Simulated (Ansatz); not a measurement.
Two structures of CH6ClSi, doublet, reached by relaxing down either side of one saddle point (PBE0-D4/def2-TZVP). Energies are electronic, without zero-point energy. Program: Ansatz 0.2.0. Basis: def2-TZVPP and def2-QZVPP. Cores are frozen in the correlated methods; orbitals are unrestricted. Extrapolation: Hartree–Fock as exp(−7.88 √X), correlation as X^−2.97. First:

```
9
angstrom
Cl 0.0358 0.0612 0.9139
C 0.1033 0.2089 2.6818
Si -0.1090 -0.2230 -2.8294
H -0.8128 0.6833 3.0258
H 0.1969 -0.7863 3.1101
H 0.9654 0.8164 2.9467
H -0.8770 -1.4480 -3.1737
H -0.7890 0.9954 -3.3415
H 1.2864 -0.3079 -3.3338
```

Second:

```
9
angstrom
Cl -0.0204 -0.0450 -0.5216
C 0.1178 0.2384 3.0583
Si -0.0989 -0.1998 -2.5672
H -0.8444 0.7288 3.0448
H 0.1745 -0.8374 3.1350
H 1.0223 0.8214 2.9656
H -0.8446 -1.4298 -2.9200
H -0.7916 0.9935 -3.1054
H 1.2851 -0.2701 -3.0895
```

(1) Which bonds change from the first to the second?

(2) Give the saddle point's structure and its height above each. (An estimate is asked for; the value comes from the calculation.)

The T1 diagnostic stays at or below 0.017. ⟨S²⟩ of the unrestricted Hartree–Fock references: 0.75 to 0.82 (a pure state has 0.75). The unrestricted reference is spin-contaminated, which hurts MP2 most. The start structure is not quite a true minimum (one mode of 44i cm⁻¹). The end structure is not quite a true minimum (one mode of 25i cm⁻¹).

Answers

(1) CH₃Cl ([CH3][Cl]) + SiH₃ → SiH₃Cl ([SiH3][Cl]) + CH₃; bonds formed: Cl1–Si3; bonds broken: Cl1–C2.

(2) The calculation gives: 36.0 kJ/mol above the first and 135.9 kJ/mol above the second (CCSD(T) at an estimated basis limit (MP2 extrapolated from triple and quadruple zeta, plus CCSD(T) − MP2 in triple zeta)).
```xyz
9
angstrom
Cl 0.0111 0.0192 0.2954
C 0.0864 0.1749 2.2445
Si -0.0842 -0.1715 -2.1856
H -0.8402 0.6627 2.5279
H 0.1649 -0.8437 2.6094
H 0.9675 0.7735 2.4492
H -0.8416 -1.4015 -2.5313
H -0.7718 1.0354 -2.7117
H 1.3077 -0.2491 -2.6978
```

Radical steps of this kind take place in plasma deposition and etching.

Labels in which every atom is bracketed show which atoms are joined, not bond orders.

For scale, one of the runs: CCSD(T)/def2-TZVPP, 199 basis functions, launched by `ansatz run in.yaml --threads 4 --pin off --events-out ev --progress --plain --max-ram 9574MiB`. Time: 110 s of wall clock on 4 CPU threads of an Arm Neoverse V1; the host was shared. Peak host memory: 5.7 GiB.
